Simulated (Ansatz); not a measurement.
We consider In2O3 (Ia-3, No. 206), described by r²SCAN-D4 in Ansatz (plane waves, PAW).

Run with plane-wave cutoff 500 eV, 6×6×6 k mesh, gaussian smearing 0.02 eV, scalar-relativistic PAW data made under PBE.

Cell (relaxed at this level):

```cif
data_In16O24
_chemical_formula_sum 'In16 O24'
_space_group_name_H-M_alt 'P 1'
_space_group_IT_number 1
_cell_length_a 8.77769
_cell_length_b 8.77769
_cell_length_c 8.77769
_cell_angle_alpha 109.471
_cell_angle_beta 109.471
_cell_angle_gamma 109.471
loop_
_space_group_symop_operation_xyz
  'x, y, z'
loop_
_atom_site_label
_atom_site_type_symbol
_atom_site_fract_x
_atom_site_fract_y
_atom_site_fract_z
_atom_site_occupancy
In1 In 0.28390 0.53390 0.75000 1
In2 In 0.71610 0.46610 0.25000 1
In3 In 0.21610 0.96610 0.25000 1
In4 In 0.78390 0.03390 0.75000 1
In5 In 0.75000 0.28390 0.53390 1
In6 In 0.25000 0.71610 0.46610 1
In7 In 0.25000 0.21610 0.96610 1
In8 In 0.75000 0.78390 0.03390 1
In9 In 0.53390 0.75000 0.28390 1
In10 In 0.46610 0.25000 0.71610 1
In11 In 0.96610 0.25000 0.21610 1
In12 In 0.03390 0.75000 0.78390 1
In13 In 0.00000 0.50000 0.00000 1
In14 In 0.00000 0.00000 0.50000 1
In15 In 0.50000 0.50000 0.50000 1
In16 In 0.50000 0.00000 0.00000 1
O1 O 0.53668 0.77233 0.54497 1
O2 O 0.46332 0.22767 0.45503 1
O3 O 0.72736 0.99171 0.95503 1
O4 O 0.27264 0.00829 0.04497 1
O5 O 0.96332 0.50829 0.23565 1
O6 O 0.03668 0.49171 0.76435 1
O7 O 0.77264 0.72767 0.26435 1
O8 O 0.22736 0.27233 0.73565 1
O9 O 0.54497 0.53668 0.77233 1
O10 O 0.45503 0.46332 0.22767 1
O11 O 0.95503 0.72736 0.99171 1
O12 O 0.04497 0.27264 0.00829 1
O13 O 0.23565 0.96332 0.50829 1
O14 O 0.76435 0.03668 0.49171 1
O15 O 0.26435 0.77264 0.72767 1
O16 O 0.73565 0.22736 0.27233 1
O17 O 0.77233 0.54497 0.53668 1
O18 O 0.22767 0.45503 0.46332 1
O19 O 0.99171 0.95503 0.72736 1
O20 O 0.00829 0.04497 0.27264 1
O21 O 0.50829 0.23565 0.96332 1
O22 O 0.49171 0.76435 0.03668 1
O23 O 0.72767 0.26435 0.77264 1
O24 O 0.27233 0.73565 0.22736 1
```

**Question.** Give the computed band gap.

**Answer.** 
* **band gap**: 1.70 eV (on the SCF k mesh)

Measured, for comparison: band gap 2.93 ± 0.1 eV (room temperature, not corrected to a static lattice; as tabulated in King et al. (2009), doi:10.1103/physrevb.79.205211).

Note: the relaxation could not lower the start's symmetry, so the cell can be a saddle point above a distorted one.

Spin–orbit coupling is not included.

Static lattice: no zero-point or thermal effects.

Ansatz is an electronic-structure program.
